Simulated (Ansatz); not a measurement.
C₂H₆N₂, SMILES `C/N=C\N` at its PBE0-D4/def2-TZVP geometry, where that method's forces vanish. Charge 0, multiplicity 1.

```xyz
10

C    -0.3235   -0.0496   -1.3421
N    -0.8645   -0.7296   -0.1910
C    -0.3646   -0.4403    0.9371
N     0.6156    0.4749    1.2110
H    -0.8261   -0.4004   -2.2437
H    -0.4637    1.0397   -1.2859
H     0.7537   -0.2363   -1.4760
H    -0.7626   -0.9341    1.8244
H     1.1751    0.8316    0.4560
H     1.0605    0.4442    2.1102
```

Question: What forces (eV/Å) does PBE-D4/def2-TZVPP give on these atoms in the Gaussian-basis code of Ansatz? (Best estimate.)

Answer: Computed: 
```
C1  -0.018 -0.004 -0.068
N2  -0.481 -0.347 -0.541
C3   0.075 -0.031  0.491
N4  -0.021  0.178  0.085
H5  -0.095 -0.063 -0.209
H6  -0.015  0.238 -0.004
H7   0.240 -0.022 -0.043
H8  -0.081 -0.105  0.223
H9   0.214  0.141 -0.263
H10  0.183  0.015  0.329
```
